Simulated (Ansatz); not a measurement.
**Where CCSD(T) holds and where it slips**

Each species is computed at the geometry given (Å), with frozen cores, in Ansatz 0.2.0: RHF-CCSD(T) for singlets, UHF-CCSD(T) otherwise, and full CI in the same basis. The program picks the determinant by trial CCSD, so it needn't be the lowest Hartree–Fock solution. States: H3S⁺ B1, Mg2⁻ Σu⁻ or Δu, HAl–AlH A, [H···H···F] Σ⁺ or Δ. Cases whose determinant has another symmetry than full CI's state, or whose (Q) step broke down, weren't drawn.

Task: Judging by size, spin and bonding, rank them by the size of CCSD(T)'s error in total energy against full CI in the same basis, smallest first (an estimate).
A. HAl–AlH, singlet, 6-31G: Al 0.013 -0.200 1.303; Al 0.013 0.107 -1.314; H 0.013 1.097 2.277; H -0.688 1.408 -1.983
B. Mg2⁻, sextet, aug-cc-pVDZ: Mg 0.000 0.000 0.000; Mg 0.000 0.000 2.707
C. [H···H···F], doublet, 6-31G: H 0.000 0.000 -0.943; H 0.000 0.000 -0.015; F 0.000 0.000 0.958
D. H3S⁺, triplet, 6-31G: S 0.000 -0.032 0.000; H 0.000 1.074 0.000; H 0.000 -0.030 1.520; H 0.000 -0.030 -1.520

Result: D (6.4 meV), C (12.9 meV), B (17.1 meV), A (67.7 meV).

| species | basis | correlated electrons | CCSD(T) − full CI (meV) | CCSDT(Q) − full CI (meV) | unpaired electrons (full CI) | T1 | ⟨S²⟩ of the determinant |
| --- | --- | --- | --- | --- | --- | --- | --- |
| H3S⁺, triplet | 6-31G | 8 | 6.4 | -0.1 | 2.02 | 0.016 | 2.04 |
| [H···H···F], doublet | 6-31G | 9 | 12.9 | -0.3 | 1.01 | 0.010 | 0.77 |
| Mg2⁻, sextet | aug-cc-pVDZ | 5 | 17.1 | -0.4 | 5.00 | 0.020 | 8.75 |
| HAl–AlH, singlet | 6-31G | 8 | 67.7 | 2.2 | 1.02 | 0.037 | 0.00 |

Unpaired electrons are Σ n²(2−n)² over natural occupations; an open shell counts its own unpaired electrons too. Frozen cores follow each run's orbitals, which moves totals by a few meV. No single determinant describes HAl–AlH, singlet well, by full CI's occupations.
